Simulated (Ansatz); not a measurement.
**SiH₂S: a ladder of functionals and wavefunction methods**

How much do the methods differ for SiH₂S? The plan is to run it at one geometry with functionals of several rungs and with coupled cluster. The yardstick is the atomisation energy at the CCSD(T) limit.

Method: functionals in def2-TZVPP, the program's frozen cores in correlated methods; program: Ansatz 0.2.0, Gaussian basis.

Plan: LDA (SPW92), PBE-D4, revPBE-D4, BLYP-D4, r2SCAN-D4, B97M-V, PBE0-D4, B3LYP-D4, r2SCANh-D4, r2SCAN0-D4, HSE06-D4, BHLYP-D4, CAM-B3LYP-D4, LC-ωPBE, ωB97X-V, ωB97M-V, B2PLYP, PBE-QIDH; CCSD(T)/def2-SVP; CCSD(T)/def2-TZVPP; CCSD(T)/def2-QZVPP; extrapolation to the limit; RPA on PBE.

1 further run of the same task is left out (it didn't finish).

## Step 1: The relaxed structure

An earlier PBE0-D4 in a triple-zeta def2 set relaxation fixed the geometry.

SMILES `[SiH]S`, 4 atoms, charge 0, spin multiplicity 1.

Atoms are counted from 1 here; the program's logs count them from 0.

Bond lengths: Si1–S2 2.115 Å, Si1–H3 1.525 Å, S2–H4 1.346 Å. Angles: S2–Si1–H3 89.3°, Si1–S2–H4 97.5°.

Coordinates:

```xyz
4
H2SSi
Si   -0.2628   -1.0744    0.1611
S     0.1905    0.9588   -0.2066
H     1.0175   -1.1908    0.9814
H    -0.8897    1.2460   -0.9562
```

## Step 2: LDA

This LDA is Slater exchange with PW92 correlation.

The input, in.yaml:

```yaml
crystal:
  periodic: [false, false, false]
  atoms:
    - {symbol: Si, position_ang: [-0.262757, -1.074443, 0.161085]}
    - {symbol: S, position_ang: [0.190500, 0.958847, -0.206590]}
    - {symbol: H, position_ang: [1.017471, -1.190823, 0.981388]}
    - {symbol: H, position_ang: [-0.889714, 1.246019, -0.956184]}
basis:
  gaussian: {orbitals: def2-TZVPP}
hamiltonian: {xc: lda}
output: {orbitals: {seedname: orbitals}}
```

The runs that follow: PBE-D4 (GGA); revPBE-D4 (GGA); BLYP-D4 (GGA); r2SCAN-D4 (meta-GGA); B97M-V (meta-GGA); PBE0-D4 (hybrid); B3LYP-D4 (hybrid); r2SCANh-D4 (hybrid); r2SCAN0-D4 (hybrid); HSE06-D4 (hybrid); BHLYP-D4 (hybrid); CAM-B3LYP-D4 (range-separated); LC-ωPBE-D4 (range-separated); ωB97X-V (range-separated); ωB97M-V (range-separated); B2PLYP (double hybrid); PBE-QIDH (double hybrid); CCSD(T) in def2-SVP; CCSD(T) in def2-TZVPP; CCSD(T) in def2-QZVPP; RPA on PBE orbitals.

**Question.** What will the summary of the whole plan be? Wanted: atomisation energy, CCSD(T)/CBS; farthest beyond LDA; mean size of error, GGA; mean size of error, meta-GGA; mean size of error, hybrid; mean size of error, range-separated; mean size of error, double hybrid; gap, smallest and largest; T1 diagnostic.

As calculated:

| quantity | value |
| --- | --- |
| atomisation energy, CCSD(T)/CBS | 1065.8 kJ/mol |
| functionals within 5.3 kJ/mol (0.5 %) | BLYP-D4, r2SCAN-D4, B3LYP-D4 |
| farthest beyond LDA | LC-ωPBE (-43.5 kJ/mol) |
| mean size of error, GGA | 7.6 kJ/mol |
| mean size of error, meta-GGA | 14.0 kJ/mol |
| mean size of error, hybrid | 16.7 kJ/mol |
| mean size of error, range-separated | 19.0 kJ/mol |
| mean size of error, double hybrid | 24.6 kJ/mol |
| gap, smallest and largest | 2.42 eV (LDA (SPW92)), 9.07 eV (LC-ωPBE) |
| T1 diagnostic | 0.0165 |
| triples share of the correlation energy | 4.5 % |

In words: LDA overbinds by 148.1 kJ/mol (14 %). PBE-D4 misses by +7.4 kJ/mol. Double hybrids carry the basis error of their MP2 part in triple zeta, and no dispersion term here, so their miss is partly the set-up's. By mean error the best rung here is GGA (7.6 kJ/mol) and the worst beyond LDA is double hybrid (24.6 kJ/mol). Misses under about 5.3 kJ/mol are within the doubt on the reference itself, which lacks core-valence correlation, relativity and higher excitations. Hartree-Fock recovers 69 % of the binding; the rest is correlation. CCSD(T) in def2-SVP is off by -102.1 kJ/mol, which most functionals beat. The gap grows from 2.4 to 9.1 eV across the functionals, mostly with the share of exact exchange. The restricted reference is unstable towards a spin-broken one.
